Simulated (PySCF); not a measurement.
# Boron: a sound run and one with changed settings

Sound run: B [He] 2s2 2p1, B⁺ [He] 2s2. All numbers are calculated (PySCF 2.14, the spin-free X2C one-electron Hamiltonian (Gaussian nucleus), in x2c-TZVPall). The sound run starts from symmetry-adapted Hartree-Fock orbitals and uses a fine grid where one is needed.

Changed run: radial step 0.5 in ln r (0.13 in the sound run). This setting is unsound on purpose.

| species | method | sound run (hartree) | changed run (hartree) | converged |
| --- | --- | --- | --- | --- |
| B | UHF | -24.53906 | -24.53906 | yes |
| B | BP86 | -24.65727 | -24.65672 | yes |
| B | LDA | -24.36055 | -24.36044 | yes |
| B⁺ | UHF | -24.24366 | -24.24366 | yes |
| B⁺ | BP86 | -24.33603 | -24.33618 | yes |
| B⁺ | LDA | -24.04319 | -24.04354 | yes |

Ionisation energy of B:

```
method  sound run (eV)  changed run (eV)
   UHF           8.038             8.038
  BP86           8.741             8.722
   LDA           8.636             8.623
```

A coarse radial grid mis-integrates the density and the exchange-correlation energy, with errors of either sign; Hartree-Fock needs no grid.

For comparison, NIST gives 8.298 eV between the lowest levels.
